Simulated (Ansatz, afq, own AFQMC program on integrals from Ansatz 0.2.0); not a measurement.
# Where AFQMC and coupled cluster stand for GeH$_{3}$, doublet

```yaml
atoms:
  - { symbol: Ge, position_ang: [0.0123, -0.0207, -0.0264] }
  - { symbol: H, position_ang: [1.4773, -0.0038, 0.4449] }
  - { symbol: H, position_ang: [-1.6565, 2.7916, 1.0153] }
  - { symbol: H, position_ang: [-0.7069, -1.2984, 0.4412] }
```

Basis 6-31G. Noble-gas cores (and the filled d shells of Ga–Kr and In–Xe) are frozen. Integrals, coupled cluster, full CI and functionals: Ansatz 0.2.0; the random walks run on the same integrals in our own AFQMC program. The CISD trial takes its coefficients from CCSD amplitudes. Released means that phaseless walkers are propagated on without the constraint, phases kept. ± is one standard error of the sampling. No spin–orbit coupling.

Determinant: ROHF, the one that the program's search chose, which needn't be the lowest solution. The geometry is a point of a scan.

Full CI on the same integrals is exact in this basis and with this determinant's frozen core.

Cautions: no relativity below Rb; no spin-orbit coupling; inner d shell frozen; a spin-contaminated unrestricted determinant lies lower (UHF 146 meV lower, ⟨S²⟩ 1.19).

The T1 diagnostic is 0.0373, the weight of the determinant in the CISD state is 0.913 and the size of the correlated space is 7 electrons in 21 orbitals.

| level | correlation energy (eV) |
| --- | --- |
| MP2 | -1.2188 |
| CCSD | -1.7499 |
| CCSD(T) | -1.7702 |

**Question.** Estimate where full CI lies against CCSD(T) on the same integrals.

**Answer.** 0.54 mEh below CCSD(T).

Reference: full CI, correlation energy -1.785 eV. The released energy is read at 2.40 1/Eh (meV from the phaseless value at times in 1/Eh: -0.4 ± 1.0 at 0.24, -0.7 ± 0.8 at 0.51, -1.7 ± 0.8 at 0.99, -1.6 ± 0.5 at 1.62, -1.5 ± 0.5 at 2.40).

| level | E − E(reference) (mEh) | share of correlation (%) |
| --- | --- | --- |
| CCSD(T) | 0.54 | 99.18 |
| ph-AFQMC/CISD | 0.38 ± 0.04 | 99.42 |
| released AFQMC | 0.32 ± 0.02 | 99.51 |

A walk keeps the symmetry of its determinant, which the program's search chose and which needn't be the lowest solution, so a lower state of the same spin and another symmetry isn't excluded. Released energies are given only where the last usable release times agree within the noise; a slower fall can still hide under it.
